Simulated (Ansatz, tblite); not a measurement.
**The cluster MoO3−: a ladder of methods and basis sets**

How do method and basis change the picture of the cluster MoO3− (doublet)?

Method: as each input shows; program: Ansatz 0.2.0, Gaussian basis.

Plan: GFN1-xTB, GFN2-xTB, PBE-D4/def2-TZVPD, r2SCAN-D4/def2-TZVPD, r2SCAN0-D4/def2-TZVPD, revPBE-D4/def2-TZVPD, BHLYP-D4/def2-TZVPD, ωB97M-V/def2-TZVPD, r2SCANh-D4/def2-TZVPD, PBE+5HF/def2-TZVPD, PBE+10HF/def2-TZVPD, PBE+15HF/def2-TZVPD, PBE+35HF/def2-TZVPD, PBE+50HF/def2-TZVPD, PBE-D4/def2-SVPD, PBE0-D4/def2-SVPD, CCSD(T)/def2-TZVPD, RPA/def2-TZVPD.

2 further runs of the same task are left out: 2 that didn't finish. Runs told in other sessions of the task aren't counted.

### 1 The relaxed structure

The geometry is that of the doublet, from an earlier relaxation (r2SCAN-D4/def2-TZVPD). At that level it is the lowest of the isomers that a small search found.

4 atoms, charge -1, spin multiplicity 2.

Bond lengths: Mo1–O2 1.740 Å, Mo1–O3 1.740 Å, Mo1–O4 1.740 Å. Angles: O2–Mo1–O3 115.0°, O2–Mo1–O4 115.0°, O3–Mo1–O4 115.0°.

Mo takes a core potential in the def2 sets. No spin-orbit coupling is included. The ion is computed in the gas phase, without counter-ions or solvent.

PBE0-D4/def2-TZVPD was run before; its log isn't repeated, and its numbers join the tables.

### 2 GFN1-xTB

Tight binding, by tblite at 300 K electronic temperature and without a spin-polarisation term:

```python
tblite.interface.Calculator('GFN1-xTB', numbers, positions, charge=-1, uhf=1).singlepoint()
```

Energy -448.6386 eV; 0.002 s.

### 3 GFN2-xTB

Tight binding, by tblite at 300 K electronic temperature and without a spin-polarisation term:

```python
tblite.interface.Calculator('GFN2-xTB', numbers, positions, charge=-1, uhf=1).singlepoint()
```

Energy -395.0737 eV; 0.002 s.

### 4 PBE-D4/def2-TZVPD

start.molden holds the orbitals of an earlier run on this state, given as this run's starting guess.

Input file in.yaml:

```yaml
crystal:
  periodic: [false, false, false]
  atoms:
    - {symbol: Mo, position_ang: [-0.295943, 0.012141, -0.017061]}
    - {symbol: O, position_ang: [0.199764, 0.086276, -1.682922]}
    - {symbol: O, position_ang: [0.103430, 1.414592, 0.931608]}
    - {symbol: O, position_ang: [-0.007251, -1.513009, 0.768375]}
basis:
  gaussian: {orbitals: def2-TZVPD, initial_orbitals: start.molden}
total_charge: -1
magnetization: {spin_polarized: true, initial_magnetization: 1}
hamiltonian: {xc: pbe, dispersion: d4}
scf: {omitted_lower_state_checks: [starts]}
output: {orbitals: {seedname: orbitals}}
```

The run is started by

```sh
$ ansatz run in.yaml --threads 4 --pin off --events-out ev --progress --plain --max-ram 3916MiB
```

The runs that follow: r2SCAN-D4/def2-TZVPD; r2SCAN0-D4/def2-TZVPD; revPBE-D4/def2-TZVPD; BHLYP-D4/def2-TZVPD; ωB97M-V/def2-TZVPD; r2SCANh-D4/def2-TZVPD; PBE+5HF/def2-TZVPD; PBE+10HF/def2-TZVPD; PBE+15HF/def2-TZVPD; PBE+35HF/def2-TZVPD; PBE+50HF/def2-TZVPD; PBE-D4/def2-SVPD; PBE0-D4/def2-SVPD; CCSD(T)/def2-TZVPD; RPA/def2-TZVPD.

Before running them: what should the planned runs give, taken together? Wanted: gap in def2-TZVPD, named functionals, smallest and largest; gap over the share of exact exchange; correlation energy, CCSD(T)/def2-TZVPD; ⟨S²⟩ in def2-TZVPD, named functionals, smallest and largest; PBE0 total energy, smallest basis above largest.

**Answer**, as computed:

| quantity | value |
| --- | --- |
| gap in def2-TZVPD, named functionals, smallest and largest | 1.36 eV (PBE-D4), 7.20 eV (ωB97M-V) |
| gap over the share of exact exchange | 1.36 eV at 0, 5.77 eV at 0.5 |
| correlation energy, CCSD(T)/def2-TZVPD | -33.60 eV |
| ⟨S²⟩ in def2-TZVPD, named functionals, smallest and largest | 0.755, 0.763 |
| PBE0 total energy, smallest basis above largest | 7.62 eV (def2-SVPD, def2-TZVPD) |

In words: Over the named functionals in def2-TZVPD the gap runs from 1.36 eV (PBE-D4) to 7.20 eV (ωB97M-V); exact exchange widens it. Raising the share of exact exchange from 0 to 0.5 moves the HOMO by -2.69 eV and the LUMO by +1.72 eV. Over the named functionals in def2-TZVPD spin contamination reaches 0.01 (r2SCAN0-D4), which is small. Notes on CCSD(T)/def2-TZVPD: spin contamination.
